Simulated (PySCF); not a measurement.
**BH₄F, a complex of two parts: interaction energy**

What interaction energy should one expect for `B` with `F`?

Computed with PySCF 2.14.0; each step states its level. No surroundings beyond the atoms listed, unless a continuum is named. Atoms count from 0, parts from 1.

## 1. Starting point

6 atoms, charge 0, multiplicity 1; geometry: GFN2-xTB. Parts: 1 = atoms 0–3, `B`, charge 0; 2 = atoms 4–5, `F`, charge 0.

## 2. Optimising the geometry at PBE0-D3(BJ)/def2-TZVPD

Job settings and geometry (Å):

```
{"job": {"xc": "PBE0", "basis": "def2-TZVPD", "d3": "d3bj", "grid": 3, "kind": "geom", "shake": 0.01}, "charge": 0, "multiplicity": 1, "parts": [{"atoms": "0-3", "charge": 0, "multiplicity": 1}, {"atoms": "4-5", "charge": 0, "multiplicity": 1}]}
B     -0.030007     0.134803     0.094668
H     -0.406251     1.180950    -0.346430
H     -0.818089    -0.733169     0.112802
H      1.080262    -0.002851     0.450040
F      0.358561     2.092560     2.338370
H      0.398985     1.605347     1.552905
```

Launch:

```bash
$ OMP_NUM_THREADS=1 python cluster_run.py task.json out
```

The driver reads the jobs from task.json and runs them one after another.

Standard output:

```text
step   0  E = -126.95983374  max force = 0.012658
step   1  E = -126.96318965  max force = 0.003286
step   2  E = -126.96367219  max force = 0.003971
step   3  E = -126.96410859  max force = 0.003442
step   4  E = -126.96421194  max force = 0.000818
step   5  E = -126.96422552  max force = 0.000155
optimisation converged
```

Wall time 10 s (1 thread of AMD EPYC 9R45, shared host); peak memory 0.51 GiB.

Step by step:

```
step  energy from step 0 (eV)  largest force component (eV/Å)
   0                   0.0000                          0.6509
   1                  -0.0913                          0.1690
   2                  -0.1044                          0.2042
   3                  -0.1163                          0.1770
   4                  -0.1191                          0.0421
   5                  -0.1195                          0.0080
```

Distances of close pairs at the start and the end, largest changes first:

```
 bond  before (Å)  after (Å)  change (Å)
B0–H3       1.174      1.195      +0.021
B0–H2       1.173      1.190      +0.018
F4–H5       0.925      0.924      -0.001
B0–H1       1.196      1.195      -0.001
```

The next job starts from the end point, and lists it.

```
                         at the end point                value
  point group (found at 0.08 Å tolerance)                   Cs
rotational constants (GHz, main isotopes)  131.5, 6.702, 6.659
                        dipole moment (D)                 1.82
```

Contacts at the end point (a selection, picked against the atoms' radii; other short pairs can be missing):

```
  atoms  distance (Å)  kind (by distance and angle)  angle (°)
B0···H5          2.47  inside the van der Waals sum          –
```

Against the parts relaxed at this level the binding energy is -1.72 kcal/mol, without counterpoise.

## 3. Coupled-cluster interaction energy: CCSD(T) and MP2, 2.47 Å

Job settings and geometry (Å):

```
{"job": {"kind": "intercc", "basis": "aug-cc-pVDZ", "basis_mid": "aug-cc-pVTZ", "basis_large": "aug-cc-pVQZ"}, "charge": 0, "multiplicity": 1, "parts": [{"atoms": "0-3", "charge": 0, "multiplicity": 1}, {"atoms": "4-5", "charge": 0, "multiplicity": 1}]}
B     -0.118513     0.058197     0.082853
H     -0.493058     1.136150    -0.272042
H     -0.836136    -0.885304    -0.025567
H      0.981313    -0.079847     0.529967
F      0.248271     1.969244     2.357974
H      0.655423     1.903931     1.531231
```

Method: CCSD(T)/aug-cc-pVDZ and MP2/aug-cc-pVTZ, aug-cc-pVQZ counterpoise interaction energy, frozen core, gas phase.

Standard output:

```text
part 1, own basis, geometry of the cluster
final grid: 27328 points
cycle   1  E = -26.3838788442  dE = -2.715e-01  |g| = 1.856e-01  |ddm| = 3.135e+00
cycle   2  E = -26.3992225638  dE = -1.534e-02  |g| = 4.659e-02  |ddm| = 5.034e-01
cycle   3  E = -26.4001878073  dE = -9.652e-04  |g| = 9.359e-03  |ddm| = 1.313e-01
cycle   4  E = -26.4002372218  dE = -4.941e-05  |g| = 8.049e-04  |ddm| = 3.752e-02
cycle   5  E = -26.4002376520  dE = -4.302e-07  |g| = 1.208e-04  |ddm| = 3.743e-03
cycle   6  E = -26.4002376629  dE = -1.083e-08  |g| = 1.892e-05  |ddm| = 5.086e-04
cycle   7  E = -26.4002376631  dE = -2.933e-10  |g| = 1.555e-06  |ddm| = 8.014e-05
converged SCF energy = -26.4002376631

part 2, own basis, geometry of the cluster
final grid: 16976 points
cycle   1  E = -100.0331334757  dE = -1.698e-01  |g| = 4.006e-01  |ddm| = 1.976e+00
cycle   2  E = -100.0538615935  dE = -2.073e-02  |g| = 2.366e-01  |ddm| = 6.583e-01
cycle   3  E = -100.0605837905  dE = -6.722e-03  |g| = 2.351e-02  |ddm| = 2.197e-01
cycle   4  E = -100.0606987591  dE = -1.150e-04  |g| = 6.299e-03  |ddm| = 2.921e-02
cycle   5  E = -100.0607147803  dE = -1.602e-05  |g| = 1.524e-03  |ddm| = 1.208e-02
cycle   6  E = -100.0607161526  dE = -1.372e-06  |g| = 2.400e-04  |ddm| = 4.283e-03
cycle   7  E = -100.0607161897  dE = -3.711e-08  |g| = 2.129e-05  |ddm| = 8.320e-04
cycle   8  E = -100.0607161899  dE = -2.201e-10  |g| = 2.379e-06  |ddm| = 4.869e-05
converged SCF energy = -100.0607161899

part 1, own basis, relaxed alone
final grid: 27328 points
cycle   1  E = -26.3839034011  dE = -2.713e-01  |g| = 1.856e-01  |ddm| = 3.135e+00
cycle   2  E = -26.3992425239  dE = -1.534e-02  |g| = 4.658e-02  |ddm| = 5.033e-01
cycle   3  E = -26.4002073710  dE = -9.648e-04  |g| = 9.354e-03  |ddm| = 1.313e-01
cycle   4  E = -26.4002567276  dE = -4.936e-05  |g| = 8.042e-04  |ddm| = 3.751e-02
cycle   5  E = -26.4002571570  dE = -4.294e-07  |g| = 1.206e-04  |ddm| = 3.742e-03
cycle   6  E = -26.4002571677  dE = -1.079e-08  |g| = 1.888e-05  |ddm| = 5.082e-04
cycle   7  E = -26.4002571680  dE = -2.923e-10  |g| = 1.551e-06  |ddm| = 8.003e-05
converged SCF energy = -26.4002571680

part 2, own basis, relaxed alone
final grid: 16976 points
cycle   1  E = -100.0334421241  dE = -1.669e-01  |g| = 4.001e-01  |ddm| = 1.981e+00
cycle   2  E = -100.0540949378  dE = -2.065e-02  |g| = 2.355e-01  |ddm| = 6.586e-01
cycle   3  E = -100.0607481443  dE = -6.653e-03  |g| = 2.345e-02  |ddm| = 2.190e-01
cycle   4  E = -100.0608612861  dE = -1.131e-04  |g| = 6.223e-03  |ddm| = 2.906e-02
cycle   5  E = -100.0608768224  dE = -1.554e-05  |g| = 1.504e-03  |ddm| = 1.190e-02
cycle   6  E = -100.0608781511  dE = -1.329e-06  |g| = 2.375e-04  |ddm| = 4.215e-03
cycle   7  E = -100.0608781875  dE = -3.632e-08  |g| = 2.124e-05  |ddm| = 8.269e-04
cycle   8  E = -100.0608781877  dE = -2.214e-10  |g| = 2.369e-06  |ddm| = 4.891e-05
converged SCF energy = -100.0608781877

cluster
final grid: 4656 points
cycle   1  E = -126.4607102814  dE = -1.662e-03  |g| = 1.281e-02  |ddm| = 2.268e-01
cycle   2  E = -126.4608004208  dE = -9.014e-05  |g| = 4.501e-03  |ddm| = 3.491e-02
cycle   3  E = -126.4608098798  dE = -9.459e-06  |g| = 2.294e-03  |ddm| = 1.271e-02
cycle   4  E = -126.4608112947  dE = -1.415e-06  |g| = 4.285e-04  |ddm| = 4.384e-03
cycle   5  E = -126.4608114144  dE = -1.197e-07  |g| = 8.887e-05  |ddm| = 1.511e-03
cycle   6  E = -126.4608114206  dE = -6.123e-09  |g| = 2.450e-05  |ddm| = 3.269e-04
cycle   7  E = -126.4608114212  dE = -6.683e-10  |g| = 7.038e-06  |ddm| = 1.096e-04
converged SCF energy = -126.4608114212

part 1 in the basis of the cluster
final grid: 4656 points
cycle   1  E = -26.4002480304  dE = -1.046e-05  |g| = 5.871e-04  |ddm| = 8.636e-02
cycle   2  E = -26.4002481360  dE = -1.056e-07  |g| = 6.797e-05  |ddm| = 1.072e-02
cycle   3  E = -26.4002481380  dE = -1.982e-09  |g| = 4.761e-06  |ddm| = 1.655e-03
cycle   4  E = -26.4002481380  dE = -1.519e-11  |g| = 6.935e-07  |ddm| = 9.951e-05
converged SCF energy = -26.4002481380

part 2 in the basis of the cluster
final grid: 4656 points
cycle   1  E = -100.0608120607  dE = -9.573e-05  |g| = 2.081e-03  |ddm| = 1.916e-01
cycle   2  E = -100.0608133521  dE = -1.291e-06  |g| = 2.730e-04  |ddm| = 2.073e-02
cycle   3  E = -100.0608133809  dE = -2.871e-08  |g| = 2.504e-05  |ddm| = 3.152e-03
cycle   4  E = -100.0608133811  dE = -2.648e-10  |g| = 9.967e-06  |ddm| = 1.788e-04
converged SCF energy = -100.0608133811

Interaction energy (kcal/mol)
  counterpoise       -1.121
  uncorrected        -1.402
  dispersion part     0.000
  deformation         0.014
  binding            -1.107

Decomposition of the uncorrected value (kcal/mol)
  electrostatic      -2.112
  Pauli               3.308
  orbital            -1.106
  dispersion          0.000
  correlation        -1.492

Charge of each part in the cluster: 0.003 -0.003
part 1, own basis, geometry of the cluster
final grid: 27328 points
cycle   1  E = -26.3856590761  dE = -2.727e-01  |g| = 1.864e-01  |ddm| = 3.247e+00
cycle   2  E = -26.4010329549  dE = -1.537e-02  |g| = 4.676e-02  |ddm| = 5.261e-01
cycle   3  E = -26.4020042879  dE = -9.713e-04  |g| = 9.453e-03  |ddm| = 1.250e-01
cycle   4  E = -26.4020537441  dE = -4.946e-05  |g| = 8.063e-04  |ddm| = 3.768e-02
cycle   5  E = -26.4020541712  dE = -4.272e-07  |g| = 1.258e-04  |ddm| = 3.152e-03
cycle   6  E = -26.4020541829  dE = -1.170e-08  |g| = 1.941e-05  |ddm| = 4.022e-04
cycle   7  E = -26.4020541833  dE = -3.096e-10  |g| = 1.773e-06  |ddm| = 5.774e-05
converged SCF energy = -26.4020541833

part 2, own basis, geometry of the cluster
final grid: 16976 points
cycle   1  E = -100.0403602554  dE = -1.706e-01  |g| = 4.042e-01  |ddm| = 2.129e+00
cycle   2  E = -100.0612218417  dE = -2.086e-02  |g| = 2.392e-01  |ddm| = 6.034e-01
cycle   3  E = -100.0680405605  dE = -6.819e-03  |g| = 2.393e-02  |ddm| = 2.162e-01
cycle   4  E = -100.0681565711  dE = -1.160e-04  |g| = 6.497e-03  |ddm| = 2.693e-02
cycle   5  E = -100.0681730014  dE = -1.643e-05  |g| = 1.587e-03  |ddm| = 1.111e-02
cycle   6  E = -100.0681744588  dE = -1.457e-06  |g| = 2.646e-04  |ddm| = 3.845e-03
cycle   7  E = -100.0681745039  dE = -4.513e-08  |g| = 2.512e-05  |ddm| = 8.568e-04
cycle   8  E = -100.0681745043  dE = -3.273e-10  |g| = 2.768e-06  |ddm| = 7.839e-05
converged SCF energy = -100.0681745043

part 1, own basis, relaxed alone
final grid: 27328 points
cycle   1  E = -26.3856838270  dE = -2.725e-01  |g| = 1.864e-01  |ddm| = 3.247e+00
cycle   2  E = -26.4010531148  dE = -1.537e-02  |g| = 4.676e-02  |ddm| = 5.261e-01
cycle   3  E = -26.4020240505  dE = -9.709e-04  |g| = 9.448e-03  |ddm| = 1.250e-01
cycle   4  E = -26.4020734483  dE = -4.940e-05  |g| = 8.056e-04  |ddm| = 3.767e-02
cycle   5  E = -26.4020738746  dE = -4.263e-07  |g| = 1.255e-04  |ddm| = 3.151e-03
cycle   6  E = -26.4020738863  dE = -1.165e-08  |g| = 1.937e-05  |ddm| = 4.016e-04
cycle   7  E = -26.4020738866  dE = -3.083e-10  |g| = 1.769e-06  |ddm| = 5.757e-05
converged SCF energy = -26.4020738866

part 2, own basis, relaxed alone
final grid: 16976 points
cycle   1  E = -100.0406823536  dE = -1.677e-01  |g| = 4.036e-01  |ddm| = 2.133e+00
cycle   2  E = -100.0614678958  dE = -2.079e-02  |g| = 2.381e-01  |ddm| = 6.033e-01
cycle   3  E = -100.0682170806  dE = -6.749e-03  |g| = 2.387e-02  |ddm| = 2.154e-01
cycle   4  E = -100.0683312310  dE = -1.142e-04  |g| = 6.420e-03  |ddm| = 2.681e-02
cycle   5  E = -100.0683471655  dE = -1.593e-05  |g| = 1.567e-03  |ddm| = 1.095e-02
cycle   6  E = -100.0683485769  dE = -1.411e-06  |g| = 2.618e-04  |ddm| = 3.779e-03
cycle   7  E = -100.0683486210  dE = -4.411e-08  |g| = 2.505e-05  |ddm| = 8.489e-04
cycle   8  E = -100.0683486214  dE = -3.247e-10  |g| = 2.762e-06  |ddm| = 7.838e-05
converged SCF energy = -100.0683486214

cluster
final grid: 4656 points
cycle   1  E = -126.4699342259  dE = -1.545e-03  |g| = 1.261e-02  |ddm| = 2.983e-01
cycle   2  E = -126.4700204990  dE = -8.627e-05  |g| = 4.505e-03  |ddm| = 3.505e-02
cycle   3  E = -126.4700297726  dE = -9.274e-06  |g| = 2.292e-03  |ddm| = 1.018e-02
cycle   4  E = -126.4700312210  dE = -1.448e-06  |g| = 4.318e-04  |ddm| = 3.805e-03
cycle   5  E = -126.4700313382  dE = -1.172e-07  |g| = 9.206e-05  |ddm| = 1.457e-03
cycle   6  E = -126.4700313447  dE = -6.415e-09  |g| = 2.506e-05  |ddm| = 2.926e-04
cycle   7  E = -126.4700313453  dE = -6.888e-10  |g| = 7.156e-06  |ddm| = 1.050e-04
converged SCF energy = -126.4700313453

part 1 in the basis of the cluster
final grid: 4656 points
cycle   1  E = -26.4020570733  dE = -3.007e-06  |g| = 3.019e-04  |ddm| = 9.061e-02
cycle   2  E = -26.4020570959  dE = -2.257e-08  |g| = 2.978e-05  |ddm| = 8.982e-03
cycle   3  E = -26.4020570962  dE = -3.066e-10  |g| = 1.766e-06  |ddm| = 1.098e-03
converged SCF energy = -26.4020570962

part 2 in the basis of the cluster
final grid: 4656 points
cycle   1  E = -100.0682274767  dE = -5.293e-05  |g| = 1.433e-03  |ddm| = 2.273e-01
cycle   2  E = -100.0682280322  dE = -5.555e-07  |g| = 1.671e-04  |ddm| = 2.459e-02
cycle   3  E = -100.0682280421  dE = -9.934e-09  |g| = 1.675e-05  |ddm| = 3.774e-03
cycle   4  E = -100.0682280422  dE = -8.072e-11  |g| = 8.304e-06  |ddm| = 2.226e-04
converged SCF energy = -100.0682280422

Interaction energy (kcal/mol)
  counterpoise       -1.206
  uncorrected        -1.344
  dispersion part     0.000
  deformation         0.027
  binding            -1.179

Decomposition of the uncorrected value (kcal/mol)
  electrostatic      -2.125
  Pauli               3.279
  orbital            -1.031
  dispersion          0.000
  correlation        -1.468

Charge of each part in the cluster: 0.003 -0.003
part 1 in the basis of the cluster: E(HF) = -26.391388685  E2 = -0.095576315  E(CCSD corr) = -0.119672119  (T) = -0.001788581
part 2 in the basis of the cluster: E(HF) = -100.033399612  E2 = -0.223071375  E(CCSD corr) = -0.226747530  (T) = -0.004265252
cluster: E(HF) = -126.424427644  E2 = -0.320189417  E(CCSD corr) = -0.347818761  (T) = -0.006309488

Counterpoise interaction energy (kcal/mol)
  hf_small                   0.226
  mp2_small                 -0.741
  ccsd_small                -0.652
  ccsdt_small               -0.812
  hf_large                   0.159
  mp2_large                 -1.206
  hf_middle                  0.157
  mp2_middle                -1.121
  scs_mp2_large             -0.856
  mp2_limit                 -1.270
  ccsdt_less_mp2            -0.071
  ccsdt_limit_estimate      -1.341
  bsse_mp2_large             0.138
```

Run time: 15 s. Hardware: 1 thread of AMD EPYC 9R45, shared host; peak memory 0.52 GiB.

Contacts at this geometry (a selection, picked against the atoms' radii; other short pairs can be missing):

```
  atoms  distance (Å)  kind (by distance and angle)  angle (°)
B0···H5          2.47  inside the van der Waals sum          –
```

```
                 method  interaction energy (kcal/mol)  from CCSD(T), limit estimate (kcal/mol)
         HF/aug-cc-pVDZ                           0.23                                    +1.57
        MP2/aug-cc-pVDZ                          -0.74                                    +0.60
       CCSD/aug-cc-pVDZ                          -0.65                                    +0.69
    CCSD(T)/aug-cc-pVDZ                          -0.81                                    +0.53
         HF/aug-cc-pVQZ                           0.16                                    +1.50
        MP2/aug-cc-pVQZ                          -1.21                                    +0.13
    SCS-MP2/aug-cc-pVQZ                          -0.86                                    +0.48
      MP2, extrapolated                          -1.27                                    +0.07
CCSD(T), limit estimate                          -1.34                                        0
```

## 4. Coupled-cluster interaction energy: CCSD(T) and MP2, 2.60 Å

Settings changed since step 3:

```diff
@@ -5,3 +5,3 @@
 H      0.981313    -0.079847     0.529967
-F      0.248271     1.969244     2.357974
-H      0.655423     1.903931     1.531231
+F      0.286968     2.061531     2.430393
+H      0.694120     1.996218     1.603650
```

Level: CCSD(T)/aug-cc-pVDZ and MP2/aug-cc-pVTZ, aug-cc-pVQZ counterpoise interaction energy, frozen core, gas phase.

Standard output:

```text
part 1, own basis, geometry of the cluster: E = -26.4002376631 (as before)

part 2, own basis, geometry of the cluster: E = -100.0607161899 (as before)

part 1, own basis, relaxed alone: E = -26.4002571680 (as before)

part 2, own basis, relaxed alone: E = -100.0608781877 (as before)

cluster
final grid: 4656 points
cycle   1  E = -126.4613097484  dE = -1.207e-03  |g| = 1.057e-02  |ddm| = 1.936e-01
cycle   2  E = -126.4613740549  dE = -6.431e-05  |g| = 3.540e-03  |ddm| = 3.245e-02
cycle   3  E = -126.4613807518  dE = -6.697e-06  |g| = 1.751e-03  |ddm| = 1.187e-02
cycle   4  E = -126.4613815347  dE = -7.830e-07  |g| = 3.554e-04  |ddm| = 3.177e-03
cycle   5  E = -126.4613816193  dE = -8.458e-08  |g| = 7.613e-05  |ddm| = 1.213e-03
cycle   6  E = -126.4613816244  dE = -5.112e-09  |g| = 2.235e-05  |ddm| = 2.947e-04
cycle   7  E = -126.4613816251  dE = -6.119e-10  |g| = 6.447e-06  |ddm| = 9.892e-05
converged SCF energy = -126.4613816251

part 1 in the basis of the cluster
final grid: 4656 points
cycle   1  E = -26.4002465354  dE = -8.969e-06  |g| = 5.556e-04  |ddm| = 7.977e-02
cycle   2  E = -26.4002466327  dE = -9.727e-08  |g| = 6.693e-05  |ddm| = 1.005e-02
cycle   3  E = -26.4002466346  dE = -1.918e-09  |g| = 4.573e-06  |ddm| = 1.579e-03
cycle   4  E = -26.4002466346  dE = -1.440e-11  |g| = 7.495e-07  |ddm| = 8.837e-05
converged SCF energy = -26.4002466346

part 2 in the basis of the cluster
final grid: 4656 points
cycle   1  E = -100.0608021438  dE = -8.582e-05  |g| = 1.961e-03  |ddm| = 1.657e-01
cycle   2  E = -100.0608033172  dE = -1.173e-06  |g| = 2.595e-04  |ddm| = 1.783e-02
cycle   3  E = -100.0608033437  dE = -2.646e-08  |g| = 2.354e-05  |ddm| = 2.798e-03
cycle   4  E = -100.0608033439  dE = -2.345e-10  |g| = 9.142e-06  |ddm| = 1.732e-04
converged SCF energy = -100.0608033439

Interaction energy (kcal/mol)
  counterpoise       -1.219
  uncorrected        -1.465
  dispersion part     0.000
  deformation         0.014
  binding            -1.205

Decomposition of the uncorrected value (kcal/mol)
  electrostatic      -1.670
  Pauli               2.204
  orbital            -0.803
  dispersion          0.000
  correlation        -1.196

Charge of each part in the cluster: 0.002 -0.002
part 1, own basis, geometry of the cluster: E = -26.4020541833 (as before)

part 2, own basis, geometry of the cluster: E = -100.0681745043 (as before)

part 1, own basis, relaxed alone: E = -26.4020738866 (as before)

part 2, own basis, relaxed alone: E = -100.0683486214 (as before)

cluster
final grid: 4656 points
cycle   1  E = -126.4705368376  dE = -1.111e-03  |g| = 1.034e-02  |ddm| = 2.590e-01
cycle   2  E = -126.4705980162  dE = -6.118e-05  |g| = 3.518e-03  |ddm| = 3.112e-02
cycle   3  E = -126.4706045640  dE = -6.548e-06  |g| = 1.741e-03  |ddm| = 9.274e-03
cycle   4  E = -126.4706053555  dE = -7.915e-07  |g| = 3.572e-04  |ddm| = 2.826e-03
cycle   5  E = -126.4706054375  dE = -8.195e-08  |g| = 7.851e-05  |ddm| = 1.232e-03
cycle   6  E = -126.4706054428  dE = -5.311e-09  |g| = 2.281e-05  |ddm| = 2.629e-04
cycle   7  E = -126.4706054434  dE = -6.289e-10  |g| = 6.557e-06  |ddm| = 9.874e-05
converged SCF energy = -126.4706054434

part 1 in the basis of the cluster
final grid: 4656 points
cycle   1  E = -26.4020568006  dE = -2.734e-06  |g| = 2.846e-04  |ddm| = 8.743e-02
cycle   2  E = -26.4020568211  dE = -2.052e-08  |g| = 2.804e-05  |ddm| = 8.715e-03
cycle   3  E = -26.4020568214  dE = -2.789e-10  |g| = 1.684e-06  |ddm| = 1.061e-03
converged SCF energy = -26.4020568214

part 2 in the basis of the cluster
final grid: 4656 points
cycle   1  E = -100.0682203522  dE = -4.582e-05  |g| = 1.319e-03  |ddm| = 2.017e-01
cycle   2  E = -100.0682208344  dE = -4.821e-07  |g| = 1.546e-04  |ddm| = 2.272e-02
cycle   3  E = -100.0682208431  dE = -8.752e-09  |g| = 1.522e-05  |ddm| = 3.551e-03
cycle   4  E = -100.0682208432  dE = -7.105e-11  |g| = 7.469e-06  |ddm| = 2.013e-04
converged SCF energy = -100.0682208432

Interaction energy (kcal/mol)
  counterpoise       -1.283
  uncorrected        -1.401
  dispersion part     0.000
  deformation         0.027
  binding            -1.257

Decomposition of the uncorrected value (kcal/mol)
  electrostatic      -1.675
  Pauli               2.179
  orbital            -0.740
  dispersion          0.000
  correlation        -1.164

Charge of each part in the cluster: 0.002 -0.002
part 1 in the basis of the cluster: E(HF) = -26.391377923  E2 = -0.095543694  E(CCSD corr) = -0.119644754  (T) = -0.001785869
part 2 in the basis of the cluster: E(HF) = -100.033362303  E2 = -0.223035094  E(CCSD corr) = -0.226710481  (T) = -0.004256749
cluster: E(HF) = -126.424966604  E2 = -0.319805051  E(CCSD corr) = -0.347480861  (T) = -0.006247315

Counterpoise interaction energy (kcal/mol)
  hf_small                  -0.142
  mp2_small                 -0.911
  ccsd_small                -0.848
  ccsdt_small               -0.977
  hf_large                  -0.206
  mp2_large                 -1.284
  hf_middle                 -0.208
  mp2_middle                -1.219
  scs_mp2_large             -1.004
  mp2_limit                 -1.333
  ccsdt_less_mp2            -0.065
  ccsdt_limit_estimate      -1.398
  bsse_mp2_large             0.117
```

It took 14 s on 1 thread of AMD EPYC 9R45, shared host; peak memory 0.59 GiB.

Contacts at this geometry (a selection, picked against the atoms' radii; other short pairs can be missing):

```
  atoms  distance (Å)  kind (by distance and angle)  angle (°)
B0···H5          2.59  inside the van der Waals sum          –
```

Differences are taken before rounding.

```
                 method  interaction energy (kcal/mol)  from CCSD(T), limit estimate (kcal/mol)
         HF/aug-cc-pVDZ                          -0.14                                    +1.26
        MP2/aug-cc-pVDZ                          -0.91                                    +0.49
       CCSD/aug-cc-pVDZ                          -0.85                                    +0.55
    CCSD(T)/aug-cc-pVDZ                          -0.98                                    +0.42
         HF/aug-cc-pVQZ                          -0.21                                    +1.19
        MP2/aug-cc-pVQZ                          -1.28                                    +0.11
    SCS-MP2/aug-cc-pVQZ                          -1.00                                    +0.39
      MP2, extrapolated                          -1.33                                    +0.07
CCSD(T), limit estimate                          -1.40                                        0
```

(Part 1 of 3 ends here.)
